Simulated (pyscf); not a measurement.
## Four-centre exchange: H₃C–AlH₂ (SMILES [CH3][AlH2]) + HO–SiH₃ (SMILES O[SiH3]) -> H₃C–AlH–OH (SMILES [CH3][AlH][OH]) + SiH₄ (SMILES [SiH4])

Gas phase, singlet surface, charge 0. Bonds broken: Al2–H6, O8–Si9. Bonds formed: Al2–O8, H6–Si9. Single points on ωB97X-D3(BJ)/def2-SVP structures (PySCF, gas phase).

Transition state (Å):

```xyz
13

C     -1.9204    -1.7775    -0.0812
Al    -1.5749     0.1263    -0.3499
H     -1.5691    -2.3807    -0.9372
H     -3.0017    -1.9757     0.0188
H     -1.4275    -2.1727     0.8232
H     -1.8205     0.9417     1.1789
H     -2.2391     0.9954    -1.4961
O      0.1088     0.6674     0.1178
Si    -0.3870     1.4643     1.8201
H      1.0118     0.3882    -0.0653
H     -0.3123     2.8803     1.3775
H     -1.1538     1.4845     3.1209
H      0.9241     0.9274     2.3262
```

One imaginary mode, 299i cm⁻¹; descent along it reached the two sides named, in the forms told below.

```
bond    change  reactant side (Å)  saddle  product side
------  ------  -----------------  ------  ------------
Al2–H6  breaks              1.617   1.750         2.086
O8–Si9  breaks              1.729   1.944           2.9
Al2–O8   forms              1.989   1.829         1.732
H6–Si9   forms                2.7   1.655         1.508
```

Electronic energies relative to the separated reactants (kcal/mol):

```tsv
level	barrier	reaction energy	reverse barrier
ωB97X-D3(BJ)/def2-TZVP	-13.6	-15.3	1.7
PBE/def2-TZVP	-11.0	-16.2	5.2
r²SCAN/def2-TZVP	-12.8	-16.2	3.5
B3LYP-D3(BJ)/def2-TZVP	-9.9	-15.8	5.8
PBE0-D3(BJ)/def2-TZVP	-12.9	-15.5	2.5
M06-2X/def2-TZVP	-11.7	-16.0	4.3
ωB97M-D3(BJ)/def2-TZVP	-10.4	-15.3	4.9
HF/def2-TZVP	2.2	-13.3	15.6
```

With ωB97M-D3(BJ)/def2-TZVP energies and thermal terms (ideal gas, 1 atm, RRHO with modes under 100 cm⁻¹ raised to 100, one conformer, R ln 2 for chiral ones without a mode under 150 cm⁻¹), in kcal/mol:

```
T (K)   ΔH‡   ΔG‡     ΔH     ΔG
-----  ----  ----  -----  -----
298    -8.6   3.9  -14.9  -13.1
600    -8.6  16.5  -14.9  -11.4
900    -8.2  29.0  -14.9   -9.6
1200   -7.7  41.4  -14.9   -7.9
```

On the reactant side the descent ends in an adduct with a Al–O contact, 22.5 kcal/mol under the separated species and 8.9 kcal/mol under the saddle at ωB97X-D3(BJ)/def2-TZVP. On the product side the descent ends in a complex, 5.7 kcal/mol under the separated species and 7.3 kcal/mol under the saddle at ωB97X-D3(BJ)/def2-TZVP. At ωB97X-D3(BJ)/def2-TZVP, PBE, r²SCAN, B3LYP-D3(BJ), PBE0-D3(BJ), M06-2X, ωB97M-D3(BJ) the saddle lies under the separated reactants, which points to a path from their complex (located at ωB97X-D3(BJ) alone). What is counted as formed (Al–O) is already present as a longer contact in the reactant adduct; forming that adduct is a step of its own. At the saddle there is also a short Al–Si contact that neither side keeps. One saddle was located; it need not be the lowest between these sides.
